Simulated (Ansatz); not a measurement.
**Several solutions for singlet MgO**

```json
{"atom": "Mg", "x (Å)": "0.0000", "y (Å)": "0.0000", "z (Å)": "0.0000"}
{"atom": "O", "x (Å)": "0.0000", "y (Å)": "0.0000", "z (Å)": "3.1500"}
```

Basis set: 6-31G (spherical functions). Charge 0, multiplicity 1.

UHF was run from several starts with Ansatz (development build ahead of 0.2.0).

```json
{"run": "A", "program": "Ansatz", "start": "stability test followed", "converged": "yes", "energy (hartree)": "-274.33207", "<S²>": "1.12"}
{"run": "B", "program": "Ansatz", "start": "search for the lowest state", "converged": "yes", "energy (hartree)": "-274.33207", "<S²>": "1.12"}
{"run": "C", "program": "Ansatz", "start": "atomic start, no search", "converged": "yes", "energy (hartree)": "-274.25680", "<S²>": "0.00"}
```

(1) Which runs reached the lowest solution of this kind, and what is wrong with the others?

Results:

(1) A, B reached the lowest solution found. Converged but too high: C by 2.05 eV. Convergence only shows a stationary point, and even a stable one can lie too high; stability tests and further starts are what find lower ones. Caution: another spin multiplicity may lie lower. Caution: the unrestricted determinant is a mixture of spin states.
